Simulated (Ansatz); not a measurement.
A structure relaxed at PBE0-D4/def2-TZVP, charge 0, multiplicity 1:

```xyz
12

C    -1.4661   -0.8601   -0.0432
N    -1.3422    0.1253   -0.8202
C    -0.1275    0.9115   -0.8430
N     1.0774    0.3159   -0.3145
C     0.9304   -0.1826    1.0119
S    -0.3593   -1.4878    1.1709
H    -2.3827   -1.4495   -0.0880
H    -0.3281    1.8465   -0.3058
H     0.0638    1.1848   -1.8830
H     1.4180   -0.4080   -0.9345
H     0.6579    0.6340    1.6824
H     1.8584   -0.6301    1.3670
```

**Question.** Give its formula and SMILES.

**Answer.** C3H6N2S, `C1=NCNCS1`.

**Question.** Summarise the bond lengths by kind.

**Answer.** 4 × C–N 1.261 to 1.447 Å; 2 × C–S 1.759 to 1.842 Å; 5 × C–H 1.090 to 1.097 Å; 1 × H–N 1.012 Å.

All numbers were calculated with Ansatz.
